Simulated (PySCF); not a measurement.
# Argon: a sound run and one with changed settings

Sound run: Ar [Ar], Ar⁺ [Ne] 3s2 3p5. Calculation: PySCF 2.14, in 6-31G*; the non-relativistic Hamiltonian (point nucleus). In the sound run the correlated levels freeze [Ne]. The sound run starts from symmetry-adapted Hartree-Fock orbitals and uses a fine grid where one is needed.

Changed run: all electrons correlated in a basis built for the valence shell.

```csv
species,method,sound run (hartree),changed run (hartree),converged
Ar,MP2,-526.90713,-526.91271,yes
Ar,CCSD(T),-526.92089,-526.92572,yes
Ar⁺,MP2,-526.34332,-526.34877,yes
Ar⁺,CCSD(T),-526.36145,-526.36626,yes
```

Ionisation energy of Ar:

```json
{"method": "UHF", "sound run (eV)": "14.659", "changed run (eV)": "14.659"}
{"method": "MP2", "sound run (eV)": "15.342", "changed run (eV)": "15.346"}
{"method": "SCS-MP2", "sound run (eV)": "15.261", "changed run (eV)": "15.264"}
{"method": "CCSD", "sound run (eV)": "15.215", "changed run (eV)": "15.214"}
{"method": "CCSD(T)", "sound run (eV)": "15.223", "changed run (eV)": "15.223"}
```

A valence basis has no tight correlating functions, so it recovers only part of the core correlation, and not evenly between atom and ion.

For comparison, NIST gives 15.760 eV between the lowest levels.
